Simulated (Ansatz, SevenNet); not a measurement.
# bcc Na: properties by level of theory

Reference values: lattice constant a 4.214 Å (measured, static lattice: zero-point anharmonic expansion removed, sources range from 4.207 to 4.214; as tabulated in Mejia-Rodriguez and Trickey (2018), arXiv:1807.09216); bulk modulus 7.9 GPa (measured, 0 K value with the zero-point phonon effect removed, sources range from 7.6 to 7.9; as tabulated in Mejia-Rodriguez and Trickey (2018), arXiv:1807.09216).

```tsv
level (code)	lattice parameter a (Å)	bulk modulus B0 (GPa)
SevenNet-0 (SevenNet)	4.205	6.9
LDA (Ansatz)	4.053	9.1
RPBE (Ansatz)	4.289	7.0
r²SCAN (Ansatz)	4.223	7.7
```

Differences from the reference values (errors of the level alone only where the reference is corrected to a static lattice):

```tsv
level	lattice constant a (%)	bulk modulus (%)
SevenNet-0	-0.21	-12.7
LDA	-3.82	+15.2
RPBE	+1.78	-11.4
r²SCAN	+0.21	-2.5
```

Nearest: lattice constant a, r²SCAN or SevenNet-0; bulk modulus, r²SCAN.

Machine-learned potentials (SevenNet-0) are trained on DFT data, which may include these solids.

Ansatz's density-functional and Hartree–Fock values are scalar-relativistic unless marked +SOC, with PAW data made under PBE.

Differences are worked out from the printed values.

Ansatz is an electronic-structure program.
